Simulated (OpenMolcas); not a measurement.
## What C2H6Si (SMILES CC[SiH]) costs in OpenMolcas

C2H6Si: 9 atoms, total charge 0, spin state singlet. As SMILES, `CC[SiH]`. The C2–Si3 distance was set to 2.458 Å, away from the relaxed value.

```xyz
9

C    -0.9091    0.4341   -1.0299
C     0.1079   -0.6253   -0.6261
Si    1.4751   -0.3587    1.3987
H    -1.5244    0.1116   -1.8749
H    -0.4135    1.3615   -1.3277
H    -1.5739    0.6748   -0.1977
H     0.7355   -0.9263   -1.4715
H    -0.4185   -1.5592   -0.3338
H     0.4011    0.4106    2.1753
```

Program: OpenMolcas 26.06. Hardware: 1 thread of Arm Neoverse V1, shared host, so times are rough. Two-electron integrals are exact unless an approximation is named.

(1) Estimate their order by wall time, quickest first.
A. energy at MP2/cc-pVDZ, 7 core orbitals frozen
B. energy at TPSS/cc-pVDZ, grid UltraFine
C. energy at B3LYP/6-31G* (spherical functions), grid UltraFine
D. energy at HF/STO-3G

Results:

(1) D (1.6 s), A (4.8 s), C (17 s), B (46 s).
